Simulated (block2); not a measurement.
# [AlH4]− (SMILES [AlH4-]): DMRG/STO-3G

Aim: the energy of [AlH4]−. 

The calculation is run with block2 0.5.4.

3 further runs of the same task are left out: 3 set aside as unsound or not needed.

**1. Starting point**

The species is [AlH4]− (5 atoms), meant as a singlet with charge -1. As SMILES, `[AlH4-]`. The Al1–H5 distance was set to 2.441 Å, away from the relaxed value. At this shape a bond of the SMILES string is far longer than usual.

Bond lengths: Al1–H2 1.628 Å, Al1–H3 1.628 Å, Al1–H4 1.628 Å. Angles: H2–Al1–H3 109.4°, H2–Al1–H4 109.5°, H3–Al1–H4 109.5°.

**2. A single-point energy at DMRG/STO-3G**

File make_fcidump.py:

```python
import numpy as np
from pyscf import ao2mo, gto, lo, mcscf, scf
from pyscf.tools import fcidump

geom = """
Al     0.028305    -0.812828    -0.019745
H      1.471835    -1.317158     0.537745
H     -1.154645    -1.417388     0.920465
H     -0.175515    -1.330018    -1.549375
H     -0.056670     1.625850     0.036250
"""
mol = gto.M(
    atom=geom,
    basis="sto-3g",
    charge=-1,
    verbose=4,
    max_memory=2000,
)
print("basis functions = %d" % (mol.nao))
mf = scf.RHF(mol)
mf.conv_tol = 1e-10
mf.max_cycle = 200
mf.kernel()
if not mf.converged:
    mf = mf.newton().run(mf.mo_coeff, mf.mo_occ)
print("E(HF) = %.10f" % (mf.e_tot))
# localise doubly occupied and virtual orbitals apart
mo = mf.mo_coeff.copy()
for a, b in ((5, 9), (9, 13)):
    if b - a > 1:
        mo[:, a:b] = lo.PM(mol, mo[:, a:b]).kernel()
mf.mo_coeff = mo
# FCIDUMP for the DMRG program
cas = mcscf.CASCI(mf, 8, 8)
h1, ecore = cas.get_h1eff()
fcidump.from_integrals("FCIDUMP", h1, cas.get_h2eff(), 8, 8, nuc=ecore, ms=0)
# FCI check
ci = mcscf.CASCI(mf, 8, (4, 4))
ci.fix_spin_(ss=0)
ci.fcisolver.conv_tol = 1e-10
ci.fcisolver.max_cycle = 200
ci.kernel()
print(f"FCI energy = {ci.e_tot:.10f}")
```

File input.conf:

```
sym c1
orbitals FCIDUMP
nelec 8
spin 0
irrep 1
schedule
0 75 1E-09 1E-04
1 100 1E-09 1E-05
2 100 1E-10 0.0
end
maxiter 8
sweep_tol 1E-06
fiedler
mem 1g
num_thrds 1
prefix ./tmp
outputlevel 2
onepdm
```

Command:

```console
$ python make_fcidump.py && block2main input.conf
```

The program printed:

```text
$ python make_fcidump.py

[... 199 lines left out ...]
 --> Site =    1-   2 .. Mmps =   10 Ndav =  15 E =   -239.7718273613 Error = 0.00e+00 FLOPS = 9.21e+08 Tdav = 0.00 T = 0.01
[... 15 lines left out ...]
 <-- Site =    5-   6 .. Mmps =   10 Ndav =   1 E =   -241.0883766064 Error = 0.00e+00 FLOPS = 8.72e+08 Tdav = 0.00 T = 0.01
[... 15 lines left out ...]
 --> Site =    1-   2 .. Mmps =   10 Ndav =   1 E =   -241.0883781224 Error = 0.00e+00 FLOPS = 1.43e+09 Tdav = 0.00 T = 0.01
[... 14 lines left out ...]
DMRG Energy = -241.088378193942305
[... 25 lines left out ...]
 <-- Site =    5-   6 .. Nterms =            5 Error =  0.000000000000/ 0.000000000000 FLOPS = 1.47e+08 Tmult = 0.00 T = 0.00
 <-- Site =    4-   5 .. Nterms =            7 Error =  0.000000000000/ 0.000000000000 FLOPS = 1.58e+09 Tmult = 0.00 T = 0.00
 <-- Site =    3-   4 .. Nterms =            9 Error =  0.000000000000/ 0.000000000000 FLOPS = 1.34e+09 Tmult = 0.00 T = 0.00
 <-- Site =    2-   3 .. Nterms =           11 Error =  0.000000000000/ 0.000000000000 FLOPS = 7.51e+08 Tmult = 0.00 T = 0.01
 <-- Site =    1-   2 .. Nterms =           13 Error =  0.000000000000/ 0.000000000000 FLOPS = 8.71e+08 Tmult = 0.00 T = 0.01
 <-- Site =    0-   1 .. Nterms =           15 Error =  0.000000000000/ 0.000000000000 FLOPS = 4.15e+08 Tmult = 0.00 T = 0.00
[... 7 lines left out ...]
NPDM Sorting | Nsites =     8 | Nmaxops =  2 | DotSite = 2 | SymbolFree = T | Compressed = T | LowMem = F | Mem = 512 B
 Site =     0 ..  T = 0.000
 Site =     1 ..  T = 0.000
 Site =     2 ..  T = 0.000
 Site =     3 ..  T = 0.000
 Site =     4 ..  T = 0.000
 Site =     5 ..  T = 0.000
 Site =     6 ..  T = 0.000
Ttotal =      0.000

DMRG OCC =   1.974 1.974 1.974 1.901 0.088 0.029 0.029 0.029
```

Run time: 3 s. Hardware: 1 thread of Intel Xeon Platinum 8488C (Sapphire Rapids), shared host; peak memory 0.18 GiB.

**3. What came out**

Level: DMRG/STO-3G, 5 core orbitals frozen.

| quantity | value |
| --- | --- |
| total energy | -241.08838 Eh |
